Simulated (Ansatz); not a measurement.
Gas-phase reaction in SMILES: [SiH2]1CC(C1)(Cl)Cl + 6 [H][H] (H2) -> 3 C (CH4) + 2 Cl (HCl) + [SiH4] (SiH4)

Property: energy of full hydrogenation (enthalpy at 298 K), in kcal/mol. Conventions: 6-311+G** with 5d, 6d on Na to Ar in Ansatz (a program for electronic structure); 6-31G* and kin with 6d, 5d where marked; non-relativistic; frozen cores in correlated levels; no spin-orbit coupling; LANL2DZ with its own core potentials from Na on. CBS marks a two-point X^-3 extrapolation of the correlation energy; Hartree-Fock from the larger set. First-principles rows: single points at B3LYP-D3(BJ) geometries (Ansatz), with unscaled harmonic terms from B3LYP/6-31G* (Ansatz) at its own minima.

Coupled cluster (Ansatz) is a level with limits of its own, used here on species with T1 under 0.025 (0.045 for open shells) and stable references: CCSD(T)/CBS(cc-pV(T+d)Z,cc-pV(Q+d)Z).

Value to compare with, CCSD(T)/CBS(cc-pV(T+d)Z,cc-pV(Q+d)Z) (Ansatz): -86.6 kcal/mol.

| level | program | energy of full hydrogenation (enthalpy at 298 K) (kcal/mol) | difference |
|---|---|---|---|
| MP2/STO-3G | Ansatz | -56.3 | 30.3 |
| MP2/3-21G | Ansatz | -70.5 | 16.1 |
| MP2/LANL2DZ | Ansatz | -78.4 | 8.2 |
| MP2/6-31G* | Ansatz | -66.2 | 20.4 |
| MP2/6-311+G** | Ansatz | -77.6 | 9.0 |

Among the 5 habitual levels, MP2/STO-3G lies farthest from CCSD(T)/CBS(cc-pV(T+d)Z,cc-pV(Q+d)Z) (Ansatz) (30.3 kcal/mol) and MP2/LANL2DZ nearest (8.2); 5 of 5 lie above it, and their mean absolute difference is 16.8 kcal/mol, the median 16.1. One case shows no general order.

The sets are all those run for this method; left out are runs that failed, that the program found above a lower state of the same kind, or whose <S^2> lies over 0.5 above the pure value.
